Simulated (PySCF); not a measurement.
# C2H6S2: the cost of one run

Computed with PySCF 2.14.0, with density-fitted response routines of our own, on a single molecule in the gas phase. Atoms count from 0, in the outputs and in this text.

## (1) The molecule as given

10 atoms, charge 0, multiplicity 1; geometry from: MMFF94s. The atoms were then displaced at random by about 0.03 Å, so the start is not that level's minimum.

Bonds of the start (Å): C0–S1 1.85, S1–S2 2.10, S2–C3 1.70, C0–H4 1.00, C0–H5 1.17, C0–H6 1.08, C3–H7 1.07, C3–H8 1.17, C3–H9 1.17.

## (2) Geometry optimisation at PBE0-D3(BJ)/def2-SVP

The job: settings as JSON, then the geometry in Å.

```
{"job": {"xc": "PBE0", "basis": "def2-SVP", "d3": "d3bj", "grid": 1, "shake": 0.03, "kind": "geom"}, "charge": 0, "multiplicity": 1}
C      1.892520    -0.122590    -0.205670
S      0.865590     0.236680     1.288170
S     -0.814340     1.263930     0.552380
C     -1.742310    -0.073690     0.052020
H      2.741760    -0.600650     0.005880
H      2.093940     0.914980    -0.698910
H      1.289230    -0.667660    -0.917500
H     -1.327320    -0.657930    -0.741880
H     -2.095900    -0.704240     0.971520
H     -2.778530     0.334430    -0.301590
```

Started as:

```console
OMP_NUM_THREADS=1 python probes_run.py task.json out
```

The driver reads the jobs from task.json and runs them one after another.

Q: Estimate the wall time and peak memory of this first job on 1 thread of Intel Xeon 6975P-C, shared host.

About 9.2 s, with a peak of 0.38 GiB.
